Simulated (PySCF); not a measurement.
# [BF2]+: a ladder of methods

How much do the numbers for [BF2]+ (singlet) hang on the method? All levels run at one geometry, the PBE0 minimum.

Computed with PySCF 2.14.0. Level: several methods, basis B def2-TZVP, F def2-TZVP, no relativity, density fitting.

## (1) The starting structure

3 atoms, charge 1, spin multiplicity 1.

Bond lengths: B1–F2 1.226 Å, B1–F3 1.226 Å. Angles: F2–B1–F3 180.0°.

Coordinates in bohr (charge 1 multiplicity 1):
```
B     0.0000    0.0000    0.0000
F     0.0000    0.0000    2.3176
F     0.0000    0.0000   -2.3176
```

## (2) Fields at the lowest minimum

The plane holds B1 at (0.00, 0.00), F2 at (1.23, 0.00), F3 at (-1.23, 0.00) Å. Columns run from x = -3.15 to 3.45 Å, rows from y = 2.25 (top) to -1.95 Å, in steps of 0.3 Å.

Density (cut at 5 e/Å³):

Ten steps from '0' (0.000 e/Å³) to '9' (5.000 e/Å³), finer at the low end (step k begins (100^(k/10) - 1)/99 of the way up):
```
00000000000000000000000
00000000000000000000000
00000000000000000000000
00000001000000100000000
00001222221122222100000
00012456543345654210000
00024799765567997420000
00026999979979999620000
00026999979979999620000
00024799765567997420000
00012456543345654210000
00001222221122222100000
00000001000000100000000
00000000000000000000000
00000000000000000000000
```

ELF (0 where the density is under 0.005 e/Å³):

Ten even steps from '0' (0.00) to '9' (0.92):
```
00000000000000000000000
00000000000000000000000
00000000000000000000000
00000122110011221000000
00012455431134554210000
00025788762267887520000
00147999870078999741000
00158912849948219851000
00158912849948219851000
00147999870078999741000
00025788762267887520000
00012455431134554210000
00000122110011221000000
00000000000000000000000
00000000000000000000000
```

Electrostatic potential (cut at 20 V):

Ten steps from '0' (3.49 V) to '9' (20.00 V), finer at the low end (step k begins (100^(k/10) - 1)/99 of the way up):
```
12344555666666555443210
23445566667766665544321
33455666777777666554332
34456667788887766654432
34556778899998877655433
44567899999999998765443
45568999999999999865543
45679999999999999976543
45679999999999999976543
45568999999999999865543
44567899999999998765443
34556778899998877655433
34456667788887766654432
33455666777777666554332
23445566667766665544321
```

Along B1–F2 (1.226 Å) the density is least, 1.87 e/Å³, about 0.43 Å from B1; ELF there is 0.21.

Values on the line from B1 (at 0) through F2 (at 1.226 Å):

```
distance (Å)  density (e/Å³)    ELF  electrostatic potential (V)
       -0.43            1.87  0.212                         63.9
       -0.31            3.05  0.127                          103
       -0.18            17.3   0.97                          211
       -0.06             153      1                          908
        0.12            50.4  0.999                          368
        0.25            6.53  0.558                          141
        0.37            2.03   0.09                         79.5
        0.49            2.03  0.511                         53.6
        0.61            2.85  0.811                         45.4
        0.74            4.41  0.821                         54.2
        0.86            7.09  0.722                         92.3
        0.98            11.1   0.25                          203
        1.10            59.7  0.568                          609
        1.29             386  0.996                     1.54e+03
        1.41            18.3  0.124                          326
        1.53            9.44  0.689                          125
        1.66            5.09  0.859                         56.3
        1.78            2.48  0.867                         29.1
        1.90            1.15  0.834                         17.3
```

Making the fields ran for 1.3 s (2 threads of Intel Xeon at 2.50GHz (Skylake/Cascade Lake), shared host).

## (3) PBE0

One driver script runs all steps and calls PySCF; scf.py shows the equivalent input of each level. Each SCF starts from the density of the minimum. The driver also runs the species with one electron less or more at the same geometry; their logs are not shown.

File scf.py:

```python
from pyscf import gto, scf, dft
mol = gto.M(atom='''
B      0.000000     0.000000     0.000000
F     -0.000000    -0.000000     1.226443
F      0.000000     0.000000    -1.226443''',
    basis={'B': 'def2-TZVP', 'F': 'def2-TZVP'},
    charge=1, spin=0)
mf = dft.RKS(mol, xc='PBE0')
mf.grids.atom_grid = (75, 302)
aux = {'B': 'def2-universal-JKFIT', 'F': 'def2-universal-JKFIT'}
mf = mf.density_fit(auxbasis=aux)
mf.conv_tol = 1e-08
mf.diis_space = 10
mf.max_cycle = 60
mf.verbose = 4
mf.kernel()
```

Started as:

```sh
$ OMP_NUM_THREADS=2 python axn.py task.json out
```

Output:

```text
init E= -224.126419875073
  HOMO = -0.833985947008637  LUMO = -0.308114945106399  gap/eV = 14.30968
cycle= 1 E= -224.126419875072  delta_E= 3.41e-13  |g|= 1.62e-06  |ddm|= 1.06e-06
  HOMO = -0.833985590412529  LUMO = -0.308114961303338  gap/eV = 14.30967
Extra cycle  E= -224.126419875072  delta_E= 4.55e-13  |g|= 2.52e-06  |ddm|= 1.5e-06
converged SCF energy = -224.126419875072
```

This level, with the species of one electron less or more, took 3.1 s.

| Quantity | Value |
| --- | --- |
| energy | -224.126420 Eh |
| one electron less (charge +2) | -223.166552 Eh (doublet, ⟨S²⟩ 0.77) |
| one electron more (charge +0) | -224.352228 Eh (doublet, ⟨S²⟩ 0.75) |
| Mulliken charge of B1 | +0.82 e |

## (4) HF

Changes to scf.py since step 3:

```diff
@@ -8,2 +8 @@
-mf = dft.RKS(mol, xc='PBE0')
-mf.grids.atom_grid = (75, 302)
+mf = scf.RHF(mol)
```

Output (excerpt; [...] marks lines left out):

```text
[... the frontier levels of the middle cycles are left out ...]
init E= -223.394518010848
  HOMO = -1.04345289440723  LUMO = -0.182628779219602  gap/eV = 23.42422
cycle= 1 E= -223.411528858321  delta_E= -0.017  |g|= 0.0719  |ddm|= 0.22
  HOMO = -1.03456257305407  LUMO = -0.187611711452075  gap/eV = 23.04671
cycle= 2 E= -223.41220285644  delta_E= -0.000674  |g|= 0.0298  |ddm|= 0.0547
  HOMO = -1.04058365059944  LUMO = -0.186751268275344  gap/eV = 23.23396
cycle= 3 E= -223.412351037899  delta_E= -0.000148  |g|= 0.0107  |ddm|= 0.0141
cycle= 4 E= -223.412372083473  delta_E= -2.1e-05  |g|= 0.00168  |ddm|= 0.00642
cycle= 5 E= -223.412373333371  delta_E= -1.25e-06  |g|= 0.000386  |ddm|= 0.00184
cycle= 6 E= -223.412373409044  delta_E= -7.57e-08  |g|= 7.91e-05  |ddm|= 0.000394
cycle= 7 E= -223.412373412247  delta_E= -3.2e-09  |g|= 5.69e-06  |ddm|= 9.34e-05
  HOMO = -1.03911390046174  LUMO = -0.186377358957497  gap/eV = 23.20414
Extra cycle  E= -223.412373412258  delta_E= -1.1e-11  |g|= 1.82e-06  |ddm|= 6.69e-06
converged SCF energy = -223.412373412258
```

This level, with the species of one electron less or more, took 0.9 s.

| Quantity | Value |
| --- | --- |
| energy | -223.412373 Eh |
| one electron less (charge +2) | -222.459169 Eh (doublet, ⟨S²⟩ 0.89) |
| one electron more (charge +0) | -223.607937 Eh (doublet, ⟨S²⟩ 0.75) |
| Mulliken charge of B1 | +1.07 e |

## (5) PBE

Changes to scf.py since step 4:

```diff
@@ -8 +8,2 @@
-mf = scf.RHF(mol)
+mf = dft.RKS(mol, xc='PBE')
+mf.grids.atom_grid = (75, 302)
```

Output:

```text
init E= -224.123568451927
  HOMO = -0.747950993011162  LUMO = -0.347713226317122  gap/eV = 10.89102
cycle= 1 E= -224.124898838107  delta_E= -0.00133  |g|= 0.0913  |ddm|= 0.122
  HOMO = -0.769679234982444  LUMO = -0.347103081174178  gap/eV = 11.49888
cycle= 2 E= -224.120258413497  delta_E= 0.00464  |g|= 0.202  |ddm|= 0.118
  HOMO = -0.755463523575303  LUMO = -0.346869914208114  gap/eV = 11.11840
cycle= 3 E= -224.126338076741  delta_E= -0.00608  |g|= 0.0096  |ddm|= 0.071
  HOMO = -0.755849857923686  LUMO = -0.347877434709452  gap/eV = 11.10150
cycle= 4 E= -224.126356905734  delta_E= -1.88e-05  |g|= 0.00131  |ddm|= 0.00643
  HOMO = -0.755606529983337  LUMO = -0.347726315338374  gap/eV = 11.09899
cycle= 5 E= -224.1263571476  delta_E= -2.42e-07  |g|= 6.37e-05  |ddm|= 0.000561
  HOMO = -0.755596110955736  LUMO = -0.347718295888444  gap/eV = 11.09892
cycle= 6 E= -224.126357148189  delta_E= -5.89e-10  |g|= 1.55e-05  |ddm|= 5.04e-05
  HOMO = -0.755600470024994  LUMO = -0.347719338161325  gap/eV = 11.09901
Extra cycle  E= -224.126357148073  delta_E= 1.17e-10  |g|= 3.24e-05  |ddm|= 1.69e-05
converged SCF energy = -224.126357148073
```

This level, with the species of one electron less or more, took 7.5 s.

- energy: -224.126357 Eh
- one electron less (charge +2): -223.183009 Eh (doublet, ⟨S²⟩ 0.76)
- one electron more (charge +0): -224.354860 Eh (doublet, ⟨S²⟩ 0.75)
- Mulliken charge of B1: +0.73 e

## (6) B3LYP

Changes to scf.py since step 5:

```diff
@@ -8 +8 @@
-mf = dft.RKS(mol, xc='PBE')
+mf = dft.RKS(mol, xc='B3LYP')
```

Output:

```text
init E= -224.354355165587
  HOMO = -0.821568111440918  LUMO = -0.323152276732623  gap/eV = 13.56259
cycle= 1 E= -224.355235405887  delta_E= -0.00088  |g|= 0.028  |ddm|= 0.12
  HOMO = -0.817912882944155  LUMO = -0.323817690769383  gap/eV = 13.44502
cycle= 2 E= -224.355084199233  delta_E= 0.000151  |g|= 0.0419  |ddm|= 0.0232
  HOMO = -0.822050884273524  LUMO = -0.324224953329493  gap/eV = 13.54653
cycle= 3 E= -224.355322387262  delta_E= -0.000238  |g|= 0.00286  |ddm|= 0.0152
  HOMO = -0.821878312840959  LUMO = -0.324336882428943  gap/eV = 13.53879
cycle= 4 E= -224.355323713695  delta_E= -1.33e-06  |g|= 0.000202  |ddm|= 0.00135
  HOMO = -0.821832680463704  LUMO = -0.32429859752705  gap/eV = 13.53859
cycle= 5 E= -224.355323720165  delta_E= -6.47e-09  |g|= 2.65e-05  |ddm|= 0.000129
  HOMO = -0.821839454935924  LUMO = -0.32430002101948  gap/eV = 13.53874
Extra cycle  E= -224.355323720043  delta_E= 1.22e-10  |g|= 4.06e-05  |ddm|= 2.43e-05
converged SCF energy = -224.355323720043
```

This level, with the species of one electron less or more, ran for 6.3 s (2 threads of Intel Xeon at 2.50GHz (Skylake/Cascade Lake), shared host).

- energy: -224.355324 Eh
- one electron less (charge +2): -223.394752 Eh (doublet, ⟨S²⟩ 0.77)
- one electron more (charge +0): -224.584631 Eh (doublet, ⟨S²⟩ 0.75)
- Mulliken charge of B1: +0.82 e

## (7) r2SCAN

Changes to scf.py since step 6:

```diff
@@ -8,2 +8,2 @@
-mf = dft.RKS(mol, xc='B3LYP')
-mf.grids.atom_grid = (75, 302)
+mf = dft.RKS(mol, xc='R2SCAN')
+mf.grids.atom_grid = (90, 434)
```

Output:

```text
init E= -224.254995679186
  HOMO = -0.776687921886729  LUMO = -0.325338082829452  gap/eV = 12.28185
cycle= 1 E= -224.255392681209  delta_E= -0.000397  |g|= 0.0189  |ddm|= 0.173
  HOMO = -0.77164064998375  LUMO = -0.324366259900473  gap/eV = 12.17096
cycle= 2 E= -224.255287936392  delta_E= 0.000105  |g|= 0.0329  |ddm|= 0.0175
  HOMO = -0.774627779254084  LUMO = -0.324850940578325  gap/eV = 12.23905
cycle= 3 E= -224.255439728451  delta_E= -0.000152  |g|= 0.00119  |ddm|= 0.0119
  HOMO = -0.774683746295282  LUMO = -0.325016133063893  gap/eV = 12.23608
cycle= 4 E= -224.255439988694  delta_E= -2.6e-07  |g|= 0.000227  |ddm|= 0.000878
  HOMO = -0.774658900902824  LUMO = -0.324990552338934  gap/eV = 12.23610
cycle= 5 E= -224.255439997268  delta_E= -8.57e-09  |g|= 1.94e-05  |ddm|= 0.000127
  HOMO = -0.77466236661737  LUMO = -0.324990974536146  gap/eV = 12.23618
Extra cycle  E= -224.255439997154  delta_E= 1.13e-10  |g|= 3.41e-05  |ddm|= 2.23e-05
converged SCF energy = -224.255439997154
```

This level, with the species of one electron less or more, took 20 s.

```
energy                        : -224.255440 Eh
one electron less (charge +2) : -223.305152 Eh (doublet, ⟨S²⟩ 0.76)
one electron more (charge +0) : -224.481185 Eh (doublet, ⟨S²⟩ 0.75)
Mulliken charge of B1         : +0.89 e
```

## (8) TPSSh

Changes to scf.py since step 7:

```diff
@@ -8 +8 @@
-mf = dft.RKS(mol, xc='R2SCAN')
+mf = dft.RKS(mol, xc='TPSSH')
```

Output:

```text
init E= -224.345151832973
  HOMO = -0.79095529172414  LUMO = -0.324697766194915  gap/eV = 12.68751
cycle= 1 E= -224.345680280292  delta_E= -0.000528  |g|= 0.0103  |ddm|= 0.116
  HOMO = -0.79002051339522  LUMO = -0.323825726120744  gap/eV = 12.68581
cycle= 2 E= -224.345688421723  delta_E= -8.14e-06  |g|= 0.00365  |ddm|= 0.0101
  HOMO = -0.790871786406281  LUMO = -0.324503242577994  gap/eV = 12.69053
cycle= 3 E= -224.345690032495  delta_E= -1.61e-06  |g|= 0.0013  |ddm|= 0.00257
  HOMO = -0.790651635515278  LUMO = -0.324441826990146  gap/eV = 12.68622
cycle= 4 E= -224.345690178859  delta_E= -1.46e-07  |g|= 0.000698  |ddm|= 0.000646
  HOMO = -0.790673405204197  LUMO = -0.324415016361741  gap/eV = 12.68754
cycle= 5 E= -224.345690254762  delta_E= -7.59e-08  |g|= 3.93e-05  |ddm|= 0.000297
  HOMO = -0.790673102503445  LUMO = -0.32441373406704  gap/eV = 12.68756
cycle= 6 E= -224.345690254995  delta_E= -2.33e-10  |g|= 3.82e-06  |ddm|= 3.05e-05
  HOMO = -0.790674526514632  LUMO = -0.324414508590673  gap/eV = 12.68758
Extra cycle  E= -224.345690254993  delta_E= 2.33e-12  |g|= 5.5e-06  |ddm|= 3.07e-06
converged SCF energy = -224.345690254993
```

This level, with the species of one electron less or more, took 20 s.

| Property | Result |
| --- | --- |
| energy | -224.345690 Eh |
| one electron less (charge +2) | -223.397306 Eh (doublet, ⟨S²⟩ 0.76) |
| one electron more (charge +0) | -224.568750 Eh (doublet, ⟨S²⟩ 0.75) |
| Mulliken charge of B1 | +0.85 e |

## (9) M06-L

Changes to scf.py since step 8:

```diff
@@ -8 +8 @@
-mf = dft.RKS(mol, xc='TPSSH')
+mf = dft.RKS(mol, xc='M06L')
```

Output:

```text
init E= -224.320213834859
  HOMO = -0.774557064197048  LUMO = -0.315299010614789  gap/eV = 12.49705
cycle= 1 E= -224.323407183332  delta_E= -0.00319  |g|= 0.0239  |ddm|= 0.752
  HOMO = -0.762261693944497  LUMO = -0.30886916631832  gap/eV = 12.33744
cycle= 2 E= -224.32334455434  delta_E= 6.26e-05  |g|= 0.031  |ddm|= 0.0463
  HOMO = -0.765865427969103  LUMO = -0.309625594788567  gap/eV = 12.41492
cycle= 3 E= -224.323472666093  delta_E= -0.000128  |g|= 0.00585  |ddm|= 0.0133
  HOMO = -0.765650760717042  LUMO = -0.309940967611436  gap/eV = 12.40050
cycle= 4 E= -224.323478200773  delta_E= -5.53e-06  |g|= 0.000853  |ddm|= 0.0036
  HOMO = -0.765511370762119  LUMO = -0.309796691180535  gap/eV = 12.40063
cycle= 5 E= -224.323478317598  delta_E= -1.17e-07  |g|= 4.13e-05  |ddm|= 0.000709
  HOMO = -0.765499215524426  LUMO = -0.309792038877054  gap/eV = 12.40042
cycle= 6 E= -224.323478317832  delta_E= -2.34e-10  |g|= 4.44e-06  |ddm|= 9.12e-05
  HOMO = -0.765499621645006  LUMO = -0.309793717950346  gap/eV = 12.40039
Extra cycle  E= -224.323478317831  delta_E= 3.98e-13  |g|= 5e-06  |ddm|= 8.57e-06
converged SCF energy = -224.323478317831
```

This level, with the species of one electron less or more, took 22 s.

```
energy                        : -224.323478 Eh
one electron less (charge +2) : -223.383724 Eh (doublet, ⟨S²⟩ 0.76)
one electron more (charge +0) : -224.527644 Eh (doublet, ⟨S²⟩ 0.75)
Mulliken charge of B1         : +0.99 e
```

## (10) M06

Changes to scf.py since step 9:

```diff
@@ -8 +8 @@
-mf = dft.RKS(mol, xc='M06L')
+mf = dft.RKS(mol, xc='M06')
```

Output:

```text
init E= -224.278722131841
  HOMO = -0.845462016936228  LUMO = -0.310364297676692  gap/eV = 14.56075
cycle= 1 E= -224.279112361079  delta_E= -0.00039  |g|= 0.0689  |ddm|= 0.389
  HOMO = -0.824209239449812  LUMO = -0.306878968631526  gap/eV = 14.07727
cycle= 2 E= -224.278321711359  delta_E= 0.000791  |g|= 0.102  |ddm|= 0.0613
  HOMO = -0.834822431246302  LUMO = -0.307617920079229  gap/eV = 14.34597
cycle= 3 E= -224.279732328313  delta_E= -0.00141  |g|= 0.00258  |ddm|= 0.0364
  HOMO = -0.835044645240499  LUMO = -0.308155167062043  gap/eV = 14.33739
cycle= 4 E= -224.279733512822  delta_E= -1.18e-06  |g|= 0.00017  |ddm|= 0.00189
  HOMO = -0.835024612875926  LUMO = -0.3081794271485  gap/eV = 14.33619
cycle= 5 E= -224.27973351658  delta_E= -3.76e-09  |g|= 1.87e-05  |ddm|= 0.000196
  HOMO = -0.835023939117644  LUMO = -0.308180353861353  gap/eV = 14.33614
Extra cycle  E= -224.279733516588  delta_E= -7.84e-12  |g|= 1.88e-05  |ddm|= 3.04e-05
converged SCF energy = -224.279733516588
```

This level, with the species of one electron less or more, ran for 18 s (2 threads of Intel Xeon at 2.50GHz (Skylake/Cascade Lake), shared host).

```
energy                        : -224.279734 Eh
one electron less (charge +2) : -223.315117 Eh (doublet, ⟨S²⟩ 0.77)
one electron more (charge +0) : -224.494559 Eh (doublet, ⟨S²⟩ 0.75)
Mulliken charge of B1         : +0.89 e
```

## (11) The ladder

| level | vertical ionisation energy (eV) | vertical electron affinity (eV) | −ε(HOMO) (eV) | gap (eV) | wall time |
| --- | --- | --- | --- | --- | --- |
| PBE0 | 26.12 | 6.14 | 22.69 | 14.31 | 3.1 s |
| HF | 25.94 | 5.32 | 28.28 | 23.20 | 0.9 s |
| PBE | 25.67 | 6.22 | 20.56 | 11.10 | 7.5 s |
| B3LYP | 26.14 | 6.24 | 22.36 | 13.54 | 6.3 s |
| r2SCAN | 25.86 | 6.14 | 21.08 | 12.24 | 20 s |
| TPSSh | 25.81 | 6.07 | 21.52 | 12.69 | 20 s |
| M06-L | 25.57 | 5.56 | 20.83 | 12.40 | 22 s |
| M06 | 26.25 | 5.85 | 22.72 | 14.34 | 18 s |

Times are for 2 threads of Intel Xeon at 2.50GHz (Skylake/Cascade Lake), shared host; PBE0 starts from its own converged density, so its time is not comparable. A dash stands where a species or a free atom was not run at that level, or the quantity is not defined.

## (12) Results

```
                         quantity                            value
vertical ionisation energy, range  25.57 (M06-L) to 26.25 (M06) eV
vertical electron affinity, range     5.32 (HF) to 6.24 (B3LYP) eV
               orbital gap, range     11.10 (PBE) to 23.20 (HF) eV
```

The vertical ionisation energy spreads over 0.68 eV, from M06-L to M06; without a CCSD(T) value for it there is no yardstick here.
